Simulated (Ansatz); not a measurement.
Two structures of CH10Si2, singlet, reached by relaxing down either side of one saddle point (PBE0-D4/def2-TZVP). Energies are electronic, without zero-point energy. Ansatz 0.2.0; basis: def2-TZVPP and def2-QZVPP; cores frozen in the correlated methods. Extrapolation: Hartree–Fock as exp(−7.88 √X), correlation as X^−2.97. First:

| atom | x (Å) | y (Å) | z (Å) |
| --- | --- | --- | --- |
| Si1 | -0.9389 | 0.4686 | -1.3614 |
| C2 | 0.3848 | -0.8141 | -1.6756 |
| H3 | -2.0318 | 0.3526 | -2.3649 |
| H4 | -0.3756 | 1.8432 | -1.4397 |
| H5 | -1.5374 | 0.2902 | -0.0096 |
| Si6 | 0.5013 | 0.2203 | 2.4154 |
| H7 | 1.0632 | 1.0736 | 1.3371 |
| H8 | 1.4423 | 0.2024 | 3.5647 |
| H9 | 0.3232 | -1.1626 | 1.9047 |
| H10 | -0.8071 | 0.7657 | 2.8529 |
| H11 | 0.8086 | -0.6947 | -2.6751 |
| H12 | 1.1951 | -0.7224 | -0.9494 |
| H13 | -0.0274 | -1.8227 | -1.5992 |

Second:

```
13
angstrom
Si -1.2908 1.9174 -0.8878
C 1.1130 -1.5062 -0.3306
H -1.5358 0.6050 -1.5377
H -1.5120 3.0044 -1.8758
H -2.2177 2.0906 0.2575
Si 0.5327 -0.9228 1.3485
H 0.1136 1.9728 -0.4068
H 1.4299 0.1371 1.8820
H 0.5124 -2.0511 2.3186
H -0.8454 -0.3644 1.2665
H 1.1434 -0.6775 -1.0410
H 2.1153 -1.9352 -0.2651
H 0.4413 -2.2701 -0.7282
```

**Question.** Which bonds change from the first to the second?

**Answer.** CH₆Si ([CH3][SiH3]) + SiH₄ → CH₆Si ([CH3][SiH3]) + SiH₄; bonds formed: Si1–H7, C2–Si6; bonds broken: Si1–C2, Si6–H7.

**Question.** Give the saddle point's structure and its height above each. (An estimate is asked for; the value comes from the calculation.)

**Answer.** Computed: 3.101 eV above the first and 3.101 eV above the second (CCSD(T) at an estimated basis limit (MP2 extrapolated from triple and quadruple zeta, plus CCSD(T) − MP2 in triple zeta)).
Si1  (-0.792, 0.862, -0.751)
C2  (0.501, -0.819, -0.693)
H3  (-1.434, 0.123, -1.903)
H4  (-0.129, 2.009, -1.428)
H5  (-1.992, 1.148, 0.088)
Si6  (0.338, -0.209, 1.333)
H7  (0.094, 1.298, 0.616)
H8  (1.633, 0.340, 1.818)
H9  (0.477, -1.686, 1.618)
H10  (-0.890, 0.104, 2.119)
H11  (0.755, -0.366, -1.662)
H12  (1.496, -1.068, -0.297)
H13  (-0.059, -1.736, -0.860)
(Å)

The T1 diagnostic stays at or below 0.012.

Ligand swaps between two centres remove the fluorinated layer in thermal atomic layer etching, and scramble precursors in the gas phase.

Labels in which every atom is bracketed show which atoms are joined, not bond orders.

For scale, one of the runs: CCSD(T)/def2-TZVPP, 255 basis functions, launched by `ansatz run in.yaml --threads 4 --pin off --events-out ev --progress --plain --max-ram 9574MiB`. Hardware: 4 CPU threads of an Arm Neoverse V1, shared host. Wall time 100 s; peak host memory 5.3 GiB.
